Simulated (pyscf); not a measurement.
PySCF, gas phase, ωB97X-D3(BJ)/def2-SVP geometries. Correlated levels are frozen-core, on RHF or UHF. ΔMP2 is the change of the MP2 total energy from the triple- to the quadruple-zeta basis.

Question: How much does it cost (ΔH, 298 K, CCSD(T)/def2-TZVPP + ΔMP2(QZVPP)) to split HN=B–NH₂ at its B–N bond into [B=NH]• + NH₂•?

Answer: B–N to [B=NH]• + NH₂•: 124.0 kcal/mol. The radicals are drawn with the spin at the cut bond; how far it spreads was not checked. The CCSD(T) − MP2 part came from Ansatz, without density fitting, on the same reference. The term symbol of open-shell B=NH was not checked; spin-orbit terms are left out.
